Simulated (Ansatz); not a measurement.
Ansatz (a program for electronic structure) input (wB97M-V/def2-QZVP): A basis named .json is the Basis Set Exchange file of that set (core-valence sets with the plain set on hydrogen).

Ansatz 0.2 input:
```yaml
crystal:
  periodic: [false, false, false]
  atoms:
    - {symbol: Si, position_ang: [0.08512521, 0.08333339, 0.08368655]}
    - {symbol: H, position_ang: [-0.93940997, -0.90765273, 0.67751647]}
    - {symbol: H, position_ang: [-0.91388705, 0.68123940, -0.93063229]}
    - {symbol: H, position_ang: [0.66154409, -0.94025419, -0.91849584]}
basis:
  gaussian:
    orbitals: def2-QZVP.json
hamiltonian:
  xc: {name: wB97M-V}
total_charge: -1
magnetization: {spin_polarized: false}
```

Output:

```
Functional definition: wB97M-V
integrals: 0.06 GiB planned
551 factors; their error is unknown
integrals: 0.09 GiB planned
144 factors; integrals over basis functions are off by at most 2.4e-5 eV
mean field: 0.60 GiB planned
mean field evaluation 1: about -7925.2345 eV, gradient 7.6e0 eV
mean field evaluation 2: about -7925.4486 eV, gradient 3.4e0 eV
mean field evaluation 4: about -7925.4839 eV, gradient 2.3e-1 eV
mean field evaluation 8: about -7925.4904 eV, gradient 1.8e-2 eV
mean field evaluation 16: about -7925.4904 eV, gradient 3.5e-5 eV
mean field -7925.49035766 eV, -291.2563985536 hartree, gradient 3.5e-5 eV, S^2 0.000000; 0 other end points of the search recorded, 0 dependent functions left out
reference -7925.49039946 eV, -291.2564000898 hartree; 9, 9 occupied and 151, 151 virtual orbitals, 551 factors
Total energy: -7925.49039946 eV, -291.2564000898 hartree
```
